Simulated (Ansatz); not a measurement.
**AlNaH (doublet): from a generated start to a stationary point**

Where does this start of AlNaH (doublet) end when it is relaxed?

Program: Ansatz 0.2.0, Gaussian basis. Level of theory: UKS PBE0/def2-TZVP. These are calculated values, not measurements.

### Step 1. Starting geometry

3 atoms, charge 0, spin multiplicity 2.

Atoms are counted from 1 here; the program's logs count them from 0.

Bond lengths: Al1–Na2 2.831 Å, Al1–H3 1.629 Å. Angles: Na2–Al1–H3 104.1°.

The start was built by rule and, where that kept it together, relaxed with GFN2-xTB. Sticks and bond lists go by distance. 

### Step 2. Relaxation

in.yaml

```yaml
crystal:
  periodic: [false, false, false]
  atoms:
    - {symbol: Al, position_ang: [-1.242792, -0.258710, -0.002175]}
    - {symbol: Na, position_ang: [1.542588, 0.249930, 0.002564]}
    - {symbol: H, position_ang: [-1.916084, 1.224826, -0.000270]}
basis:
  gaussian: {orbitals: def2-TZVP}
magnetization: {spin_polarized: true, initial_magnetization: 1}
hamiltonian: {xc: pbe0}
relax: {f_tol: 0.004, max_steps: 80}
```

Command:

```sh
$ ansatz run in.yaml --threads 1 --pin off --events-out ev --progress --plain --max-ram 2176MiB
```

Before running it: what results should come out? Wanted: energy gained; shift from the start; total energy; dipole moment; ⟨S²⟩.

The runs gave:

| quantity | value |
| --- | --- |
| steps | 6 |
| energy gained | 0.067 eV |
| shift from the start (rms) | 0.241 Å |
| total energy | -11022.1587 eV |
| dipole moment | 4.86 D |
| ⟨S²⟩ | 0.765 |

What this shows: By distance, Al1–Na2 opened. Al1–Na2 went from 2.831 to 2.976 Å. No vibrations were run, so this is a stationary point, not a proven minimum, and this spin need not be the ground state's.
